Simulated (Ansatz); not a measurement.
in.yaml

```yaml
crystal:
  periodic: [false, false, false]
  atoms:
    - {symbol: Si, position_ang: [0.000000, 0.000000, 0.000000]}
    - {symbol: Al, position_ang: [0.000000, 0.000000, 5.298000]}
basis:
  gaussian: {orbitals: cc-pVDZ, occupation: {up: {"A1": 9, "B1": 2, "B2": 3}, down: {"A1": 9, "B1": 2, "B2": 2}}}
magnetization: {spin_polarized: false, initial_magnetization: 1}
correlation: {method: fci, electrons: outside_noble_gas}
```

```sh
$ ansatz run in.yaml --threads 1 --pin off --events-out ev --progress --plain --max-ram 2393MiB
```

Task: Roughly how long does this take on 1 thread of Arm Neoverse V1, shared host, and how much host memory?

Result: 85 s wall and 1.7 GiB.

```
630 factors; integrals over basis functions are off by at most 1.2e-7 eV
mean field evaluation 1: about -14437.7460 eV, gradient 8.5e0 eV
mean field evaluation 2: about -14439.1229 eV, gradient 4.0e0 eV
mean field evaluation 4: about -14439.3752 eV, gradient 4.2e-1 eV
mean field evaluation 8: about -14439.3784 eV, gradient 1.4e-4 eV
mean field -14439.37837851 eV, -530.6373680481 hartree, gradient 2.8e-6 eV, S^2 0.750000; 0 other end points of the search recorded, 0 dependent functions left out
mean field evaluation 16: about -14439.6826 eV, gradient 2.6e0 eV
mean field evaluation 32: about -14441.7158 eV, gradient 3.4e-1 eV
mean field evaluation 64: about -14441.7316 eV, gradient 5.0e-3 eV
mean field evaluation 96: about -14441.7473 eV, gradient 1.3e-1 eV
unrestricted determinant -14441.76360145 eV, -530.7250233742 hartree, S^2 1.7758
10 core orbitals not correlated: weight in the atoms' cores, before any rotation towards them, 1.000 or more for the frozen orbitals, at most 0.000 for the correlated occupied ones
reference -14439.37837851 eV, -530.6373680481 hartree; 4, 3 occupied and 22, 23 virtual orbitals, 630 factors
state -14444.84217956 eV, -530.8381590331 hartree
Total energy: -14444.84217956 eV, -530.8381590331 hartree
```
